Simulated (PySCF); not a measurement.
Species: phenanthrene radical anion, C14H10 (charge -1 and doublet state).
Geometry (PBE0-D3(BJ)/def2-SVP, Å), atoms numbered from 1 in this order:
```xyz
24
C14H10 angstrom
C      3.5773   -0.1276    0.1184
C      2.9596   -1.3871    0.1052
C      1.5591   -1.4497    0.0599
C      0.7502   -0.3094    0.0271
C      1.3865    0.9893    0.0407
C      2.8176    1.0262    0.0870
C      0.6069    2.1572    0.0087
C     -0.7972    2.0948   -0.0369
C     -1.4701    0.8620   -0.0522
C     -2.8988    0.7725   -0.0986
C     -3.5536   -0.4443   -0.1134
C     -2.8273   -1.6442   -0.0828
C     -1.4267   -1.5824   -0.0370
C     -0.7213   -0.3749   -0.0206
H      4.6703   -0.0549    0.1535
H      3.5535   -2.3046    0.1295
H      1.0865   -2.4352    0.0497
H      3.3060    2.0063    0.0974
H      1.1156    3.1264    0.0201
H     -1.3896    3.0151   -0.0612
H     -3.4715    1.7056   -0.1224
H     -4.6487   -0.4686   -0.1492
H     -3.3381   -2.6106   -0.0942
H     -0.8696   -2.5224   -0.0136
```

The species is phenanthrene radical anion, `c1cccc2ccc3c(c12)cccc3` [SMILES of the parent framework; charge -1 and doublet state].

Method: UKS B3LYP, IGLO-III on C, pcH-1 on H, non-relativistic, mean-field spin-orbit, GIAO in PySCF. Whether the extra electron is bound in the gas phase wasn't checked; a finite basis holds it in any case. The geometry's basis has no diffuse functions, a weakness for an anion. The SCF solution wasn't tested for stability. No frequencies were computed at this geometry's level, so the symmetric structure isn't shown to be a minimum.

The Mulliken spin populations are largest on C12 (+0.20), C2 (+0.20), C7 (+0.19) and C8 (+0.19). Six atoms exceed +0.15. The positive populations add up to 1.24 and the negative ones to -0.24, together 2S = 1.

Test a(H) = Q·ρ(C) for the protons on planar carbons with a spin population beyond ±0.08.

```
  H    C    ρ(C)  a(H) (G)  a/ρ (G)
H16   C2  +0.198     -4.70    -23.7
H18   C6  +0.158     -3.64    -23.0
H19   C7  +0.190     -5.32    -28.0
H20   C8  +0.190     -5.32    -28.0
H21  C10  +0.158     -3.64    -23.0
H23  C12  +0.198     -4.70    -23.7
```

A least-squares line through the origin gives Q = -25.1 G with Mulliken populations.

Leave H21 and its like out of the fit. How well does the relation then predict its coupling?

The other protons give Q = -25.8 G, so a = -25.8 × 0.158 ≈ -4.07 G, against the computed -3.64 G.

Couplings in gauss use g_iso = 2.0027.

Time: 6.4 min wall. Hardware: one thread, x86-64 server (shared host).
